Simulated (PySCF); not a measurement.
Functional dependence of a UV spectrum

Compound: trans-2-pentene, C5H10.
SMILES with atom numbers: `[CH3:1]/[CH:2]=[CH:3]/[CH2:4][CH3:5]` (hydrogens: H6, H7, H8 on C1; H9 on C2; H10 on C3; H11, H12 on C4; H13, H14, H15 on C5)

Linear-response calculations in the def2-SVPD basis (PySCF; singlets by full response, triplets Tamm–Dancoff, core orbitals frozen in the response; HF means time-dependent Hartree–Fock). 'Strongest' is the level of largest summed f among the singlets computed (10 roots, of which the last may lack a degenerate partner); it can jump between rows when another state enters that window. S1 is the lowest singlet of each run and needn't be the same state throughout; f(S1) is that of one state. Isolated species at its PBE0-D3(BJ)/def2-SVP geometry (one conformer only).

```tsv
functional	kind	S1 (eV)	f(S1)	strongest (eV)	T1 (eV)	HOMO (eV)	gap (eV)	ionisation energy, ΔSCF (eV)
LDA	LDA	6.22	0.071	6.87	4.61	-5.97	5.29	9.12
PBE	GGA	6.15	0.062	6.91	4.38	-5.83	5.35	8.93
B3LYP	global hybrid, 20% exact exchange	6.51	0.050	7.13	4.36	-6.73	6.99	9.03
PBE0	global hybrid, 25% exact exchange	6.76	0.065	7.04	4.28	-6.93	7.45	8.99
BHandHLYP	global hybrid, 50% exact exchange	7.00	0.056	7.22	4.21	-7.90	9.24	8.89
wB97X-D	range-separated hybrid	7.18	0.249	7.25	4.43	-8.77	11.07	9.03
LC-wPBE	range-separated hybrid	7.38	0.526	7.38	4.18	-9.62	12.20	9.15
HF	Hartree–Fock	7.38	0.574	7.38	3.72	-9.34	12.22	not settled
```

Q: What does CAM-B3LYP (range-separated hybrid) give?

A: S1 (eV) 6.93, f(S1) 0.043, strongest (eV) 7.16, T1 (eV) 4.31, HOMO (eV) -8.25, gap (eV) 9.72, ionisation energy, ΔSCF (eV) 9.09. S1 runs from 6.15 eV (PBE) to 7.38 eV (HF), a spread of 1.23 eV, while the orbital gap spreads over 6.9 eV. Along PBE (0%), B3LYP (20%), PBE0 (25%), BHandHLYP (50%), HF (100%) S1 rises with the share of exact exchange. −ε(HOMO) comes closest to its own ΔSCF ionisation energy with wB97X-D (-0.27 eV) and misses most with LDA (-3.15 eV). 'Not settled' means that the ion's SCF failed to converge or may have ended in another state than the lowest.
